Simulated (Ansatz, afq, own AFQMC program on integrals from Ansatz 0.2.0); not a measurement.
# Atomization energy of Si$_{2}$H$_{2}$, singlet

```yaml
atoms:
  - { symbol: Si, position_ang: [0.0000, 0.0000, 1.0300] }
  - { symbol: Si, position_ang: [0.0000, 0.0000, -1.1633] }
  - { symbol: H, position_ang: [0.0000, 1.2361, 1.8580] }
  - { symbol: H, position_ang: [0.0000, -1.2361, 1.8580] }
```

Connectivity, by distances: SiH2–Si.

Atoms in their ground-state spins without spin–orbit coupling (mostly on UHF) minus the molecule (RHF), without zero-point energy. The geometry is a stationary point, not shown to be a minimum.

Basis cc-pVDZ. Noble-gas cores (and the filled d shells of Ga–Kr and In–Xe) are frozen. AFQMC by an in-house program on the Cholesky factors that Ansatz 0.2.0 writes for its CCSD(T) run. ph-AFQMC/CISD is guided by a CISD state made of CCSD amplitudes; releasing the constraint for a short imaginary time cuts its bias at the price of noise, slowly where states lie close. Error bars are statistical, one sigma. The errors of all members are added in quadrature.

No full CI on the walks' own integrals is used here; CCSDT(Q) serves as the reference and is uncertain by about the last step of the cluster series. Each member takes its own surest rung, up to full CI.

The best estimate is CCSD(T) at the basis-set limit (CBS: def2-TZVPP and def2-QZVPP, with their diffuse functions for anions and beside diffuse sets, CCSD(T) itself extrapolated) plus the step from CCSD(T) to CCSDT(Q) in cc-pVDZ. Rows without CBS are in cc-pVDZ, the functionals in def2-TZVP; B2PLYP and the wave-function rows carry a basis error of their own. Core correlation and relativity beyond core potentials are missing, and ± holds the sampling alone.

Cautions: Si₂H₂ (singlet): higher spins were not checked, restricted determinant unstable towards unrestricted (UHF 145 meV lower, ⟨S²⟩ 0.74), the released energies are still falling, so no released level is given (meV from the phaseless value at times in 1/Eh: -5 ± 14 at 0.24, -6 ± 11 at 0.51, -17 ± 11 at 0.99, -55 ± 14 at 1.62, -74 ± 15 at 2.40), its ph-AFQMC/CISD value lies 38 ± 14 meV above CCSDT(Q).

Best estimate: 221.9 kcal/mol.

| level | atomization energy (kcal/mol) | error against the best estimate (kcal/mol) |
| --- | --- | --- |
| HF | 138.6 | -83.2 |
| MP2 | 189.6 | -32.3 |
| CCSD | 191.0 | -30.9 |
| CCSD(T) | 195.3 | -26.6 |
| CCSDT | 195.7 | -26.2 |
| CCSDT(Q) | 196.1 | -25.8 |
| ph-AFQMC/CISD | 195.4 ± 0.3 | -26.5 ± 0.3 |
| HF/CBS | 146.1 | -75.8 |
| MP2/CBS | 214.9 | -6.9 |
| CCSD(T)/CBS | 221.1 | -0.8 |
| wB97M-V | 219.5 | -2.4 |

Correlation beyond CCSD(T) adds 0.8 kcal/mol. Going to the basis-set limit adds 25.8 kcal/mol at CCSD(T). The perturbative (T) step is worth +4.3 kcal/mol.

Best estimates are given only where the step beyond CCSD(T) is under 0.3 eV and no member's determinant is very poor (T1 over 0.05, or 0.07 for open shells, ⟨S²⟩ too high by 0.3, two states mixed), so the hardest cases are missing from such tables.

The functionals ran in a triple-zeta set and keep a basis error of their own, a few kJ/mol for each bond in atomization energies and more for double hybrids, so close places among them and the extrapolated levels can swap.

CCSDT and higher add their correlation energy to the determinant of the CCSD(T) run, since their own runs factorise the integrals more tightly (a shift of under 2 meV). Each member of a difference takes its own highest rung, so a best estimate needn't equal the limit plus the step of one row. A walk keeps the symmetry of its determinant, which the program's search chose and which needn't be the lowest solution, so a lower state of the same spin and another symmetry isn't excluded.
